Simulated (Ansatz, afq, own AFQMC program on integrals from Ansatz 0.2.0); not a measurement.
# Where AFQMC and coupled cluster stand for HBrCl, doublet

```xyz
3

Br    0.0000    0.0000   -1.5332
H     0.0000    0.0000   -0.1126
Cl    0.0000    0.0000    1.6458
```

Connectivity, by distances: Br ··· Cl, 1 bridging H.

Basis cc-pVTZ. Noble-gas cores (and the filled d shells of Ga–Kr and In–Xe) are frozen. Integrals, coupled cluster, full CI and functionals: Ansatz 0.2.0; the random walks run on the same integrals in our own AFQMC program. The CISD trial takes its coefficients from CCSD amplitudes. Released means that phaseless walkers are propagated on without the constraint, phases kept. ± is one standard error of the sampling. No spin–orbit coupling.

Determinant: UHF, the one that the program's search chose, which needn't be the lowest solution. The geometry is a point of a scan.

No full CI on the walks' own integrals is used here; CCSDT(Q) serves as the reference and is uncertain by about the last step of the cluster series.

Cautions: no relativity below Rb; no spin-orbit coupling; inner d shell frozen; the released energies move by 1.5 errors or more from one time to the next, so no released level is given (meV from the phaseless value at times in 1/Eh: -4 ± 6 at 0.24, -20 ± 5 at 0.51, -20 ± 8 at 0.99, -32 ± 6 at 1.50), though the last usable value meets CCSDT(Q) within the noise.

The T1 diagnostic is 0.0124 and the weight of the determinant in the CISD state is 0.856. The ⟨S²⟩ of the determinant is 0.773. The size of the correlated space is 15 electrons in 72 orbitals.

| level | correlation energy (eV) |
| --- | --- |
| MP2 | -9.3867 |
| CCSD | -10.4731 |
| CCSD(T) | -10.8510 |

(1) Estimate where phaseless AFQMC with a CISD trial lies against CCSD(T) on the same integrals.

(1) 2.2 ± 0.5 kJ/mol below CCSD(T).

Reference: CCSDT(Q), correlation energy -10.898 eV.

| level | E − E(reference) (kJ/mol) | share of correlation (%) |
| --- | --- | --- |
| CCSD(T) | 4.5 | 99.57 |
| CCSDT | 1.4 | 99.86 |
| ph-AFQMC/CISD | 2.3 ± 0.5 | 99.78 |

A walk keeps the symmetry of its determinant, which the program's search chose and which needn't be the lowest solution, so a lower state of the same spin and another symmetry isn't excluded.
